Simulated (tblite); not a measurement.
C₃H₂F₃ (doublet state).
Z-matrix (Å and degrees, GFN2-xTB geometry), rows numbered from 1:
```
C 
C   1  1.3642
F   2  1.3486  1  119.01
C   2  1.3838  1  126.16  3   179.98
F   4  1.3210  2  125.47  1   179.89
F   4  1.3264  2  122.67  1    -0.03
H   1  1.0717  2  120.47  3   179.99
H   1  1.0723  2  119.81  3    -0.11
```

Calculated harmonic vibrations of the isolated species, GFN2-xTB (tblite), most abundant isotopes, no scaling. The method is semi-empirical: single wavenumbers can be off by several per cent or more. One conformer, not necessarily the lowest. Open shells enter through the occupations alone, without spin polarisation, and single modes of such species can be off by tens of per cent.

Harmonic wavenumbers (cm⁻¹): 131.9, 179.8, 271.4, 338.9, 455.3, 483.0, 507.1, 567.7, 746.5, 770.8, 914.4, 1127.7, 1239.7, 1321.7, 1465.6, 1521.4, 3151.0, 3202.1.

A = 5424, B = 3283, C = 2045 MHz; mass 95.011 u (most abundant isotopes); point group Cs, symmetry number 1; spin multiplicity 2.

What is the zero-point energy?

½Σν̃ = 9198 cm⁻¹ = 110.04 kJ/mol.

What is S at 200 K and 1 bar for an ideal gas of classical rigid rotors and harmonic oscillators?

Translation 157.35, rotation 106.24, vibration 27.37, spin (R ln 2) 5.76: S = 296.7 J/(mol K).

And Cp and H(200 K) − H(0)?

Cp = 74.90 J/(mol K), of which vibrations give 41.65 (their classical limit is 18 R = 149.7); H(200 K) − H(0) = 10.16 kJ/mol without the zero-point energy, 3.51 from vibrations.

What must be added to the electronic energy to get the Gibbs energy at 200 K and 1 bar?

ZPE + [H(200 K) − H(0)] − T·S = 110.04 + 10.16 − 59.34 = 60.86 kJ/mol.

Blend soft modes into free rotors: weight 1/[1 + (100 cm⁻¹/ν̃)⁴] for the oscillator and the rest for a rotor with moment μB/(μ + B), μ = h/(8π²ν), B = 10⁻⁴⁴ kg m². What vibrational entropy results?

27.56 J/(mol K) in place of 27.37, which changes −T·S at 200 K by -0.04 kJ/mol.

Which modes carry the vibrational entropy at 200 K?

131.9 cm⁻¹: 9.06; 179.8 cm⁻¹: 6.73; 271.4 cm⁻¹: 3.96; 338.9 cm⁻¹: 2.70; 455.3 cm⁻¹: 1.39; 483.0 cm⁻¹: 1.18 J/(mol K); the other 12 give 2.35 together.

Hindered rotation and anharmonicity are outside this model. Other conformers, if any are populated, would add a mixing term that is left out.
